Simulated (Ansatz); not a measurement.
Cubic perovskite SrTiO3 (cubic form, which distorts at low temperature) was calculated with PBEsol (PAW; Ansatz, a quantum-chemistry and plane-wave program).

Numerical settings: plane-wave cutoff 520 eV, 10×10×10 k mesh, Fermi–Dirac smearing 0.01 eV, no spin polarisation, scalar-relativistic PAW data made under PBE.

Computed at the level's own relaxed cell.

### Question
Give the computed smallest direct gap on the k points sampled, lattice constant a, pressure derivative B′ of the bulk modulus and bulk modulus.

### Answer

- smallest direct gap on the k points sampled = 2.19 eV
- lattice constant a = 3.891 Å
- pressure derivative B′ of the bulk modulus = 4.4
- bulk modulus = 186 GPa

Measured, for comparison: lattice constant a 3.89 Å (0 K, cubic phase extrapolated to 0 K; as tabulated in Bilc et al. (2008), arXiv:0805.0753); bulk modulus 172 GPa (room temperature, not corrected to a static lattice, Murnaghan fit, our sources range from 165 to 179; as tabulated in Guennou et al. (2010), arXiv:0910.0710). Computed (rounded) less measured: lattice constant a 0.0 %, bulk modulus +8 % (+4 % to +13 % over the range). A static lattice is as a rule a little smaller and stiffer than an uncorrected measurement, which narrows the difference in the bulk modulus and would widen misses of the other sign.

Note: the relaxation could not lower the start's symmetry, so the cell can be a saddle point above a distorted one.

Spin–orbit coupling is not included.
